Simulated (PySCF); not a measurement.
**State search for LiSi⁺**

Unrestricted PBE0; Li def2-TZVP, Si def2-TZVP; no relativity (PySCF 2.14). Outer shells of the fragments: Li+ closed shells only; Si 3s2 3p2.

Followed along the bond (rough minima from three points):

| 2Ms+1 | unpaired | ⟨S²⟩ at the start | R at minimum (Å) | Te (eV) |
| --- | --- | --- | --- | --- |
| 3 | σ ↑, π ↑ | 2.01 | 2.75 | 0.00 |
| 1 | σ ↑, π ↓ | 1.02 | 2.78 | 0.26 |
| 1 | none | 0.00 | 2.74 | 0.48 |
| 3 | π ↑↑ | 2.01 | none in the scan | ≤ 0.86 |
| 1 | π ↑↓ | 1.02 | none in the scan | ≤ 1.13 |

Solutions found at the starting distance of 2.500 Å, counted from the lowest of them; the search is not exhaustive and high or unbound solutions are not listed, so other states can lie among these:

```json
{"2Ms+1": "3", "unpaired": "σ ↑, π ↑", "term": "³Π", "E (eV)": "0.00", "⟨S²⟩": "2.01", "⟨Lz²⟩": "1.01", "μ (D)": "-6.48"}
{"2Ms+1": "1", "unpaired": "σ ↑, π ↓", "term": "mixed", "E (eV)": "0.27", "⟨S²⟩": "1.02", "⟨Lz²⟩": "1.01", "μ (D)": "-6.53"}
{"2Ms+1": "1", "unpaired": "none", "term": "¹Σ⁺", "E (eV)": "0.51", "⟨S²⟩": "0.00", "⟨Lz²⟩": "0.00", "μ (D)": "-6.27"}
{"2Ms+1": "3", "unpaired": "π ↑↑", "term": "³Σ⁻", "E (eV)": "0.88", "⟨S²⟩": "2.01", "⟨Lz²⟩": "0.00", "μ (D)": "-6.56"}
{"2Ms+1": "1", "unpaired": "π ↑↓", "term": "mixed", "E (eV)": "1.15", "⟨S²⟩": "1.02", "⟨Lz²⟩": "2.04", "μ (D)": "-6.51"}
{"2Ms+1": "1", "unpaired": "none", "term": "mixed", "E (eV)": "2.18", "⟨S²⟩": "0.00", "⟨Lz²⟩": "2.01", "μ (D)": "-6.26"}
{"2Ms+1": "3", "unpaired": "σ ↑↑", "term": "³Σ⁺", "E (eV)": "4.80", "⟨S²⟩": "2.01", "⟨Lz²⟩": "0.00", "μ (D)": "3.54"}
{"2Ms+1": "3", "unpaired": "σ ↑↑, π ↑↓", "term": "mixed", "E (eV)": "6.15", "⟨S²⟩": "3.00", "⟨Lz²⟩": "2.02", "μ (D)": "-6.65"}
{"2Ms+1": "3", "unpaired": "π ↑↑", "term": "mixed", "E (eV)": "6.23", "⟨S²⟩": "2.01", "⟨Lz²⟩": "2.01", "μ (D)": "1.23"}
{"2Ms+1": "3", "unpaired": "σ ↑↑", "term": "mixed", "E (eV)": "7.12", "⟨S²⟩": "2.01", "⟨Lz²⟩": "2.00", "μ (D)": "-6.47"}
```

A term symbol is given only where ⟨S²⟩ and ⟨Lz²⟩ are close to those of a pure state; real π, δ and φ orbitals otherwise mix terms. A positive dipole points towards Si; it is taken about the centre of mass and depends on that origin.
